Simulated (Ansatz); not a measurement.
# [NO2]+ (SMILES O=[N+]=O) at revPBE/STO-3G

Aim: the vertical singlet–triplet gap of [NO2]+ at revPBE/STO-3G, from 2 runs. 

The results are computed with Ansatz 0.2.0.

12 further runs of the same task are left out: 10 that didn't finish, 2 set aside as unsound or not needed.

**1. Starting point**

The species is [NO2]+ (3 atoms), meant as a singlet with charge +1. As SMILES, `O=[N+]=O`. Geometry: relaxed at PBE0-D4/def2-TZVP.

Bond lengths: O1–N2 1.110 Å, N2–O3 1.110 Å. Angles: O1–N2–O3 180.0°.

**2. The energy at revPBE/STO-3G**

molecule.yaml

```yaml
crystal:
  periodic: [false, false, false]
  atoms:
    - {symbol: O, position_ang: [-0.572980, 0.927020, -0.209580]}
    - {symbol: "N", position_ang: [-0.000010, -0.000010, -0.000000]}
    - {symbol: O, position_ang: [0.572990, -0.927010, 0.209580]}
basis:
  gaussian: {orbitals: STO-3G}
total_charge: 1
hamiltonian: {xc: {name: revPBE}}
accuracy: high
```

Command:

```
$ ansatz run molecule.yaml --threads 1 --pin off --max-ram 3480MiB --events-out events.jsonl --progress --plain --runs-dir runs
```

Output:

```text
Warning: RAYON_NUM_THREADS=1 ignored (pool sized by the plan → 1); use --threads N
Functional definition: revPBE
  name "revPBE"
  parameter kappa = 1.245
  parameter beta = 0.06672455060314922
  exchange = pbe_x(kappa = kappa, mu = beta*pi^2/3)
  correlation = pbe_c(beta = beta)
251 factors; integrals over basis functions are off by at most 3.2e-8 eV
mean field evaluation 1: about -5491.8798 eV, gradient 2.8e1 eV
mean field evaluation 2: about -5487.8176 eV, gradient 5.0e1 eV
mean field evaluation 4: about -5493.8202 eV, gradient 1.2e-1 eV
mean field evaluation 8: about -5493.7710 eV, gradient 3.8e-4 eV
mean field evaluation 16: about -5493.7710 eV, gradient 6.9e-9 eV
mean field -5493.77104116 eV, -201.8923619508 hartree, gradient 6.9e-9 eV, S^2 0.000000; 0 other end points of the search recorded, 0 dependent functions left out
reference -5493.77104205 eV, -201.8923619834 hartree; 11, 11 occupied and 4, 4 virtual orbitals, 251 factors
Total energy: -5493.77104205 eV, -201.8923619834 hartree
```

Run time: 0.59 s. Hardware: 1 thread of Intel Xeon Platinum 8488C (Sapphire Rapids), shared host.

**3. The triplet at the same level**

job.yaml

```yaml
crystal:
  periodic: [false, false, false]
  atoms:
    - {symbol: O, position_ang: [-0.572980, 0.927020, -0.209580]}
    - {symbol: N, position_ang: [-0.000010, -0.000010, -0.000000]}
    - {symbol: O, position_ang: [0.572990, -0.927010, 0.209580]}
basis:
  gaussian: {orbitals: STO-3G}
hamiltonian: {xc: {name: revPBE}}
total_charge: 1
accuracy: high
magnetization: {spin_polarized: true, initial_magnetization: 2}
```

Command:

```
$ ansatz run job.yaml --threads 1 --pin off --max-ram 3480MiB --events-out events.jsonl --progress --plain --runs-dir runs
```

Output:

```text
Warning: RAYON_NUM_THREADS=1 ignored (pool sized by the plan → 1); use --threads N
[... 6 set-up lines as earlier in the session ...]
251 factors; integrals over basis functions are off by at most 3.2e-8 eV
mean field evaluation 1: about -5486.6237 eV, gradient 7.7e0 eV
mean field evaluation 2: about -5486.1504 eV, gradient 1.3e1 eV
mean field evaluation 4: about -5486.9429 eV, gradient 2.2e0 eV
mean field evaluation 8: about -5486.9742 eV, gradient 1.7e0 eV
mean field evaluation 16: about -5487.8182 eV, gradient 1.1e-2 eV
mean field evaluation 32: about -5487.8182 eV, gradient 8.1e-5 eV
mean field evaluation 64: about -5487.8182 eV, gradient 7.0e-4 eV
mean field evaluation 96: about -5487.6677 eV, gradient 1.1e0 eV
mean field evaluation 128: about -5487.8182 eV, gradient 9.8e-5 eV
mean field evaluation 160: about -5487.3376 eV, gradient 1.2e0 eV
mean field evaluation 192: about -5487.8182 eV, gradient 4.4e-4 eV
mean field evaluation 224: about -5487.8247 eV, gradient 1.1e-1 eV
mean field -5487.81818277 eV, -201.6735984399 hartree, gradient 7.8e-8 eV, S^2 2.000687; 10 other end points of the search recorded, 0 dependent functions left out
reference -5487.81818366 eV, -201.6735984727 hartree; 12, 10 occupied and 3, 5 virtual orbitals, 251 factors
Total energy: -5487.81818366 eV, -201.6735984727 hartree
```

Wall time 33 s (1 thread of Intel Xeon Platinum 8488C (Sapphire Rapids), shared host); peak memory 0.11 GiB.

**4. Summary of results**

At revPBE/STO-3G:

| quantity | value |
| --- | --- |
| singlet: total energy | -201.89236 Eh |
| triplet: total energy | -201.67360 Eh |
| triplet: ⟨S²⟩ | 2.001 |
| vertical energy of the triplet above the singlet | 5.953 eV |

What this shows: At this shape the triplet lies 5.95 eV (137 kcal/mol) above the singlet. In a minimal basis such a difference can be off by several eV, whatever the method.
